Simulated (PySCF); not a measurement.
**Spin-Hamiltonian simulation**

Molecule: SMILES O(C)CC=O, C₃H₆O₂.

Geometry:
```
atom   x (Å)   y (Å)   z (Å)
  C1  -1.485   0.375   0.057
  O2  -0.621  -0.174   1.026
  C3   0.734   0.098   0.781
  C4   1.319  -0.728  -0.341
  O5   2.340  -0.481  -0.915
  H6  -1.392   1.467   0.023
  H7  -2.494   0.106   0.361
  H8  -1.285  -0.028  -0.942
  H9   1.271  -0.176   1.697
 H10   0.906   1.168   0.591
 H11   0.713  -1.624  -0.579
```

Computational details: B3LYP/pcJ-1 coupling constants (without the spin–dipole term), PBE0/pcSseg-1 with gauge-including orbitals, geometry from GFN2-xTB, in PySCF (equivalent nuclei averaged, a single conformation, relativity neglected, no solvent model).

Shifts are taken against calculated references (same method and geometry level): TMS for 1H (31.72 ppm).

Shifts (ppm): H9/H10 3.90, H11 10.30.
Couplings (Hz): H9–H10: -19.8; H9–H11, H10–H11: 2.4.

The 3-spin Hamiltonian (Zeeman plus full scalar coupling among like nuclei) was diagonalised exactly; lines are Lorentzian, 0.5 Hz wide, and the maxima above 3 % are listed with the tallest set to 100.

Q: Give the 1H peak list of this spin system at 300 MHz.

A: 
δ in ppm (height): 10.308 (25), 10.300 (50), 10.292 (25), 3.904 (100), 3.896 (100)

Q: And at 500 MHz?

A: 
Hz from δ = 0 (height): 5152.4 (25), 5150.0 (50), 5147.6 (25), 1951.2 (100), 1948.8 (100)

Q: Among coupled protons with different shifts, which pair is furthest from first order, and how does the field change that?

A: H9 and H11: Δν/J is about 800.0 at 300 MHz (close to first order) and 1333.3 at 500 MHz (close to first order). J in Hz doesn't depend on the field, while Δν in Hz grows in proportion to it.

Unscaled 3J(H,H) at this level run about 10 % above measured values. Couplings across =CH–CH2 type bonds come from one rotamer and its mirror image, and can be 1–2 Hz further off.
